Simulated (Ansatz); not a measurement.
# MgH (quartet): from Hartree-Fock to the top rungs, def2-TZVPP

One table from this session's results is given with a row withheld; the runs are named, their logs left out.

The runs use Ansatz 0.2.0, Gaussian basis; def2-TZVPP, core rule «outside noble gas», up to 5 orbitals frozen.

The runs, in order: UHF; ROHF; CCSD(T) on UHF.

2 further runs of the same task are left out: 2 set aside as unsound or not needed.

## The geometry

The geometry is a PBE0/def2-TZVP stationary point (not a proven minimum) of the parent state, kept for this charge and spin.

2 atoms, charge 0, spin multiplicity 4.

Atoms are counted from 1 here; the program's logs count them from 0.

Bond lengths: Mg1–H2 1.744 Å.

Coordinates:

```xyz
2
HMg
Mg    0.00000    0.00000    0.00000
H     0.00000    0.00000    1.74420
```

The first run:

Input file in.yaml:

```yaml
crystal:
  periodic: [false, false, false]
  atoms:
    - {symbol: Mg, position_ang: [0.000000, 0.000000, 0.000000]}
    - {symbol: H, position_ang: [0.000000, 0.000000, 1.744200]}
basis:
  gaussian: {orbitals: def2-TZVPP}
magnetization: {spin_polarized: true, initial_magnetization: 3}
hamiltonian: {xc: hf}
output: {orbitals: {seedname: orbitals}}
```

Launch:

```sh
ansatz run in.yaml --threads 1 --pin off --events-out ev --progress --plain --max-ram 4096MiB --backend cpu
```

Among the steps run: UHF; ROHF; CCSD(T) on UHF.

One table of the session follows, with a row left open; its other results are not shown here.

```
  method  from UCCSD(T) (meV)
    ROHF               +204.4
     UHF                    ?
    UMP2                +87.3
   UCCSD                 +0.9
UCCSD(T)                    0
```

Estimate the missing values for UHF.

The run gave: from UCCSD(T) (meV): +202.5. In the column «from UCCSD(T) (meV)» it lies between UMP2 (+87.3) and ROHF (+204.4).
